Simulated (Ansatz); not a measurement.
Basis-set extrapolation for CHO$_{2}$ (`O=[C]O`) radical (PBE0-D4/def2-TZVP geometry, frozen core, Ansatz 0.2.0). Multiplicity 2, UHF reference.

```json
{"": "HF", "def2-TZVPP": "-188.215327", "def2-QZVPP": "-188.223802"}
{"": "MP2 correlation", "def2-TZVPP": "-0.594882", "def2-QZVPP": "-0.641717"}
{"": "CCSD(T) correlation", "def2-TZVPP": "-0.625000", "def2-QZVPP": "-0.669066"}
```

Energies in hartree. Use E(X) = E(∞) + A·exp(−7.88·√X) for Hartree–Fock and E(X) = E(∞) + B·X^(−2.97) for correlation, with X = 3 and 4.

**Question.** What is the CCSD(T) energy at the basis-set limit?

**Answer.** HF limit: -188.223802 + (-0.008475) × 0.13774 = -188.22497. Correlation limit: -0.669066 + (-0.044066) × 0.74074 = -0.70171. Total: -188.92668 hartree, 226.7 kJ/mol below CCSD(T)/def2-TZVPP.
